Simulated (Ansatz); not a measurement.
System: rutile MnO2. Method: PBE+U (PAW; Ansatz, a program for electronic structure).

Settings: plane-wave cutoff 500 eV, 10×10×14 k mesh (along the axes of the cell as run), Fermi–Dirac smearing 0.05 eV, U_eff Mn 3.9 eV, spin-polarised with opposed moments, scalar-relativistic PAW data made under PBE.

Computed at the level's own relaxed cell.

Task: Estimate the volume per atom, magnetic moment (largest site, within a sphere) and band gap that the calculation returns.

Result: 
volume per atom: 9.61 Å³/atom
magnetic moment (largest site, within a sphere): 2.62 μB
band gap: 0.23 eV (on the SCF k mesh)

Note: the collinear magnetic order is the start's and need not be the measured one.

Moments are spin moments.

The result took very roughly 14 core-minutes.
